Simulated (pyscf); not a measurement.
Elementary routes open to H₂P–In (SMILES [PH2][In]) [singlet] + H₂ (SMILES [H][H]) in the gas phase (singlet surface):
A. PH₃ (SMILES P) + InH (SMILES [InH]) [singlet] (In–P, H–H broken; H–P, H–In formed)
B. H₂P–InH₂ (SMILES [PH2][InH2]) (H–H broken; H–In, H–In formed)
C. HP=InH (SMILES [PH]=[InH]) + H₂ (SMILES [H][H]) (H–P, H–H broken; H–H, H–In formed)

PySCF, gas phase, ωB97X-D3(BJ)/def2-SVP geometries.

Task: Rank the routes by free-energy barrier at 900 K, lowest first, for ωB97M-D3(BJ)/def2-TZVP energies (ideal gas, 1 atm, RRHO with modes under 100 cm⁻¹ raised to 100, one conformer, R ln 2 for chiral ones without a mode under 150 cm⁻¹).

Result: A (2.24 eV), B (3.44 eV), C (4.42 eV)

Route A is the fastest of these, ahead of the next by 1.19 eV. The most stable products are those of A (ΔG = +0.50 eV), so kinetics and thermodynamics agree. At 298 K A is still the fastest. A: On the product side the descent ends in an adduct with a In–P contact (not fully relaxed), 0.40 eV under the separated species and 0.93 eV under the saddle at ωB97X-D3(BJ)/def2-TZVP. Only these routes are compared; each barrier is that of the saddle found, and lower ones may exist. One closed-shell reference is unstable to symmetry breaking; treat the single-reference values with care. Elements past Kr carry the def2 core potentials, without spin-orbit coupling.
